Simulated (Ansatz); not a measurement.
# Worked example: the barrier

An elementary step of BNH$_{6}$, singlet (BNH₄ ([BH2][NH2]) + H₂ → BH₃ + NH₃ (still joined by a long B–N bond); bonds formed: B1–H6, N2–H5; bonds broken: H5–H6; bonds weakened to dative contacts: B1–N2). “Start” is the structure reached by relaxing down from the saddle towards the reactants; PBE0-D4/def2-TZVP structures. The saddle:

B1  (-0.089, -0.638, -0.182)
N2  (0.007, 0.745, 0.556)
H3  (0.742, -1.438, 0.141)
H4  (-1.205, -1.008, -0.412)
H5  (0.334, 0.528, -0.767)
H6  (0.347, -0.233, -1.404)
H7  (-0.855, 1.196, 0.811)
H8  (0.720, 0.848, 1.258)
(Å)

Ansatz 0.2.0; basis: def2-TZVPP and def2-QZVPP; cores frozen in the correlated methods.

Energies in eV:

| quantity | saddle | start |
| --- | --- | --- |
| Hartree–Fock, triple zeta (X = 3) | -2247.03570 | -2249.35718 |
| Hartree–Fock, quadruple zeta (X = 4) | -2247.16284 | -2249.48729 |
| MP2 correlation, X = 3 | -10.37702 | -9.77324 |
| MP2 correlation, X = 4 | -11.03117 | -10.41487 |
| CCSD(T) correlation, X = 3 | -11.49924 | -10.94158 |

(1) Work out the barrier at the basis limit: extrapolate Hartree–Fock as E(X) = E∞ + A exp(−7.88 √X) and the MP2 correlation as E(X) = E∞ + B X^−2.97 (the exponents that Neese and Valeev fitted for def2-TZVPP and QZVPP), then add CCSD(T) − MP2 in triple zeta.

No T1 diagnostic of these runs exceeds 0.014.

## Answers

(1) Each step is linear, so take the differences first (saddle − start): Hartree–Fock 2.32148 (X = 3) and 2.32445 (X = 4); MP2 correlation -0.60378 and -0.61630; CCSD(T) correlation -0.55766.
Two points give E∞ = E(4) + w [E(4) − E(3)], with w = 1/(exp(7.88 (2 − √3)) − 1) = 0.1377 for Hartree–Fock and w = 1/((4/3)^2.97 − 1) = 0.7407 for the correlation.
Hartree–Fock: 2.32445 + 0.1377 × 0.00297 = 2.3249 eV.
MP2 correlation: -0.61630 + 0.7407 × (-0.01252) = -0.6256 eV.
CCSD(T) − MP2: -0.55766 − (-0.60378) = 0.0461 eV.
Sum: 2.3249 + (-0.6256) + 0.0461 = 1.7454 eV, or 40.25 kcal/mol. Plain CCSD(T) in triple zeta gives 1.7638 eV, so the larger basis shifts the result by -0.0184 eV.

Labels in which every atom is bracketed show which atoms are joined, not bond orders.

For scale, one of the runs: CCSD(T)/def2-TZVPP, 146 basis functions, launched by `ansatz run in.yaml --threads 2 --pin off --events-out ev --progress --plain --max-ram 4352MiB`. The run took 9 s on 2 CPU threads of an Arm Neoverse V2 (shared host), with 0.9 GiB of host memory at its peak.
